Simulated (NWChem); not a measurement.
## Spin states of H$_{2}$N

```xyz
3

N      0.0000     0.0000     0.1494
H      0.8027     0.0000    -0.5229
H     -0.8027     0.0000    -0.5229
```
Charge 0, spin multiplicity 2.

All runs are NWChem calculations. The geometry was optimised at UPBE/def2-SVP, a minimum by its harmonic frequencies.

Basis set: def2-TZVP. The gap is E(quartet) − E(doublet) at the geometry of the doublet, so a negative value puts the higher spin lower. Open shells are unrestricted. The quartet is the single determinant that the SCF runs reached, with unpaired electrons in orbitals of symmetry a1 and a1 and b2 (C2v labels); it need not be the lowest quartet, which in molecules with degenerate π orbitals can need several determinants.

B3LYP has NWChem's definition, with VWN1-RPA local correlation. The structure started from a generated list of species. The unpaired electrons of the parent sit in orbitals of symmetry b2 (C2v labels of the run); other states weren't searched. No SCF solution was tested for a lower state. Open-shell Hartree-Fock references start from PBE0 orbitals.

Task: Order these methods by the vertical doublet-quartet gap they give, lowest first: B3LYP, BHandHLYP, PBE, M06-2X, HF.

Result: HF (156.4 kcal/mol), PBE (175.4 kcal/mol), BHandHLYP (177.0 kcal/mol), B3LYP (177.9 kcal/mol), M06-2X (179.1 kcal/mol)
